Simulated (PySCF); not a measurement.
**C4H5N (trans-Crotononitrile) at 5 levels**

We compute a comparison of 5 runs (HF/3-21G, r2SCAN/3-21G, B3LYP/6-31G*, B3LYP/6-311+G**) of C4H5N (trans-Crotononitrile). Input form: a Python script.

The results are computed with PySCF 2.14.0.

## (1) The system as given

The species is C4H5N (10 atoms), meant as a singlet with charge 0. SMILES: `C/C=C/C#N`. The shape is that of a GFN2-xTB optimisation.

Bond lengths: C1–C2 1.491 Å, C2–C3 1.333 Å, C3–C4 1.407 Å, C4–N5 1.147 Å, C1–H6 1.086 Å, C1–H7 1.090 Å, C1–H8 1.090 Å, C2–H9 1.082 Å, C3–H10 1.083 Å. Some angles: C1–C2–C3 123.5°, C2–C3–C4 122.7°, C3–C4–N5 179.4°, C1–C2–H9 117.3°, C3–C2–H9 119.2°, C2–C1–H6 111.1°, C2–C1–H7 110.4°, C2–C1–H8 110.5°, C2–C3–H10 121.9°, C4–C3–H10 115.4°.

## (2) Energy and gradient at HF/3-21G (run 1)

File calc.py:

```python
import pyscf.grad
from pyscf import gto, scf

system = gto.M(
    atom=[
    ('C', (-0.661850, -1.297590, 0.500110)),
    ('C', (-0.331510, 0.137340, 0.264550)),
    ('C', (0.665420, 0.543400, -0.522290)),
    ('C', (0.965250, 1.902550, -0.727510)),
    ('N', (1.221480, 3.007600, -0.899110)),
    ('H', (-1.488180, -1.400010, 1.197130)),
    ('H', (-0.934790, -1.783880, -0.436260)),
    ('H', (0.202120, -1.827090, 0.901380)),
    ('H', (-0.943170, 0.875400, 0.765860)),
    ('H', (1.305230, -0.157720, -1.043860)),
],
    max_memory=1860,
    verbose=4,
    basis='3-21g',
)

mf = scf.RHF(system)
mf.conv_tol = 1e-10
mf.kernel()
if not mf.converged:
    mf = mf.newton().run(mf.mo_coeff, mf.mo_occ)

e_final = mf.e_tot
print('Final energy', e_final)
grad = mf.Gradients().kernel()
mf.analyze()
```

Started as:

```console
OMP_NUM_THREADS=1 python calc.py
```

The program printed:

```text
PySCF version 2.14.0

[... 86 lines left out ...]
Two-electron Coulomb Energy =          237.088862315383636
[... 9 lines left out ...]
MO #7   energy= -1.1192055406886   occ= 2
[... 7 lines left out ...]
MO #15  energy= -0.531216851628457 occ= 2
[... 7 lines left out ...]
MO #23  energy= 0.306806272033433  occ= 0
[... 7 lines left out ...]
MO #31  energy= 0.912049681492706  occ= 0
[... 7 lines left out ...]
MO #39  energy= 1.18323177113701   occ= 0
[... 7 lines left out ...]
MO #47  energy= 1.47595539793673   occ= 0
[... 7 lines left out ...]
MO #55  energy= 3.27601883717941   occ= 0
[... 68 lines left out ...]
Dipole moment(X, Y, Z, Debye): -1.54626, -4.29905,  1.12087
```

Run time: 5.1 s. Hardware: 1 thread of Intel Xeon at 2.50GHz (Skylake/Cascade Lake), shared host; peak memory 0.13 GiB.

## (3) Energy and forces at r2SCAN/3-21G (run 2)

File input.py:

```python
# trans-Crotononitrile
import pyscf.grad
from pyscf import gto, dft

mol = gto.M(
    atom='''
C     -1.250715    -2.452090     0.945071
C     -0.626463     0.259535     0.499927
C      1.257462     1.026877    -0.986985
C      1.824058     3.595298    -1.374795
N      2.308263     5.683540    -1.699072
H     -2.812253    -2.645635     2.262248
H     -1.766497    -3.371045    -0.824412
H      0.381951    -3.452700     1.703361
H     -1.782333     1.654266     1.447266
H      2.466527    -0.298048    -1.972610
''',
    verbose=4,
    basis='3-21g',
    max_memory=1860,
    unit='bohr',
)

mf = dft.RKS(mol, xc='r2scan')
mf.grids.level = 5
mf.conv_tol = 1e-10
mf.kernel()
if not mf.converged:
    mf = mf.newton().run(mf.mo_coeff, mf.mo_occ)

etot = mf.e_tot
print('Final energy', etot)
grad = mf.Gradients().kernel()
dip = mf.dip_moment()
pop, q = mf.mulliken_pop()
```

Started as:

```console
OMP_NUM_THREADS=1 python input.py
```

The program printed:

```text
PySCF version 2.14.0

[... 83 lines left out ...]
converged SCF energy = -208.867506259918
Final energy -208.86750625991795
[... 12 lines left out ...]
Dipole moment(X, Y, Z, Debye): -1.40514, -4.11246,  1.01182
[... 66 lines left out ...]
charge of    9H =      0.26266
```

Wall time 54 s (1 thread of Intel Xeon at 2.50GHz (Skylake/Cascade Lake), shared host); peak memory 0.57 GiB.

Run 3 isn't shown in full; the table further down has it.

## (4) Energy and forces at B3LYP/6-31G(d) (Cartesian functions) (run 4)

File job.py:

```python
import pyscf.grad
from pyscf import gto, dft

mol = gto.M(
    atom=[
    ('C', (-0.661850, -1.297590, 0.500110)),
    ('C', (-0.331510, 0.137340, 0.264550)),
    ('C', (0.665420, 0.543400, -0.522290)),
    ('C', (0.965250, 1.902550, -0.727510)),
    ('N', (1.221480, 3.007600, -0.899110)),
    ('H', (-1.488180, -1.400010, 1.197130)),
    ('H', (-0.934790, -1.783880, -0.436260)),
    ('H', (0.202120, -1.827090, 0.901380)),
    ('H', (-0.943170, 0.875400, 0.765860)),
    ('H', (1.305230, -0.157720, -1.043860)),
],
    max_memory=1860,
    verbose=4,
    cart=True,
    basis='6-31g*',
    spin=0,
)

myscf = dft.RKS(mol)
myscf.xc = 'b3lyp'
myscf.conv_tol = 1e-10
myscf.grids.level = 5
myscf.kernel()
if not myscf.converged:
    myscf = myscf.newton().run(myscf.mo_coeff, myscf.mo_occ)

energy = myscf.e_tot
print('Final energy', energy)
grad = myscf.Gradients().kernel()
myscf.analyze()
```

Started as:

```console
OMP_NUM_THREADS=1 python job.py
```

The program printed:

```text
PySCF version 2.14.0

[... 98 lines left out ...]
One-electron Energy =                 -557.896690750870221
[... 12 lines left out ...]
MO #8   energy= -0.738130666617647 occ= 2
[... 10 lines left out ...]
MO #19  energy= -0.046056831442419 occ= 0
[... 10 lines left out ...]
MO #30  energy= 0.376535937564261  occ= 0
[... 10 lines left out ...]
MO #41  energy= 0.74202330612563   occ= 0
[... 10 lines left out ...]
MO #52  energy= 1.11907032838271   occ= 0
[... 10 lines left out ...]
MO #63  energy= 1.87714936283568   occ= 0
[... 10 lines left out ...]
MO #74  energy= 2.48952185222536   occ= 0
[... 10 lines left out ...]
MO #85  energy= 4.64372675832078   occ= 0
[... 98 lines left out ...]
Dipole moment(X, Y, Z, Debye): -1.44712, -4.22076,  1.04067
```

It took 67 s on 1 thread of Intel Xeon at 2.50GHz (Skylake/Cascade Lake), shared host; peak memory 0.86 GiB.

## (5) Energy and forces at B3LYP/6-311+G(d,p) (run 5)

File run.py:

```python
# trans-Crotononitrile
import pyscf.grad
from pyscf import gto, dft

molecule = gto.M(
    atom='''
C     -1.250715    -2.452090     0.945071
C     -0.626463     0.259535     0.499927
C      1.257462     1.026877    -0.986985
C      1.824058     3.595298    -1.374795
N      2.308263     5.683540    -1.699072
H     -2.812253    -2.645635     2.262248
H     -1.766497    -3.371045    -0.824412
H      0.381951    -3.452700     1.703361
H     -1.782333     1.654266     1.447266
H      2.466527    -0.298048    -1.972610
''',
    basis='6-311+g**',
    verbose=4,
    charge=0,
    spin=0,
    unit='bohr',
    max_memory=1860,
)

myscf = dft.RKS(molecule)
myscf.xc = 'b3lyp'
myscf.conv_tol = 1e-10
myscf.grids.level = 5
myscf.kernel()
if not myscf.converged:
    myscf = myscf.newton().run(myscf.mo_coeff, myscf.mo_occ)

energy = myscf.e_tot
print('E = %.10f Eh' % energy)
grad = myscf.Gradients().kernel()
dip = myscf.dip_moment()
pop, q = myscf.mulliken_pop()
```

Started as:

```console
OMP_NUM_THREADS=1 python run.py
```

The program printed:

```text
PySCF version 2.14.0

[... 80 lines left out ...]
converged SCF energy = -210.21149052541
[... 13 lines left out ...]
Dipole moment(X, Y, Z, Debye): -1.53655, -4.45901,  1.10826
[... 151 lines left out ...]
charge of    9H =      0.15818
```

It took 2.5 min on 1 thread of Intel Xeon at 2.50GHz (Skylake/Cascade Lake), shared host; peak memory 1.6 GiB.

## (6) The series

```tsv
run	level	integration grid	Cartesian functions	energy (Eh)	dipole moment (D)	HOMO energy (eV)	LUMO energy (eV)	wall time
1	HF/3-21G	–	no	-207.641980	4.70	-10.15	2.88	5.1 s
2	r2SCAN/3-21G	5	no	-208.867506	4.46	-6.81	-1.84	54 s
3	B3LYP/6-31G* (spherical functions)	5	no	-210.144112	4.58	-7.38	-1.25	64 s
4	B3LYP/6-31G* (Cartesian functions)	5	yes	-210.149176	4.58	-7.38	-1.25	67 s
5	B3LYP/6-311+G**	5	no	-210.211491	4.84	-7.72	-1.73	2.5 min
```

## (7) Results

| quantity | value |
| --- | --- |
| run 5: total energy | -210.21149 Eh |
| run 5: dipole moment | 4.84 D |
| run 5: HOMO energy | -7.72 eV |
| run 5: LUMO energy | -1.73 eV |
| run 5: HOMO–LUMO gap | 5.99 eV |
| run 5: largest force on an atom | 1.148 eV/Å |

In words: The dipole moment (its size) runs from 4.46 D (r2SCAN/3-21G) to 4.84 D (B3LYP/6-311+G**). The two ends differ in method and basis. The HOMO–LUMO gap runs from 4.98 eV (r2SCAN/3-21G) to 13.03 eV (HF/3-21G). Exact exchange widens orbital gaps. Totals of different functionals can't be ranked against each other. All runs together took 5.7 min, the longest 2.5 min.
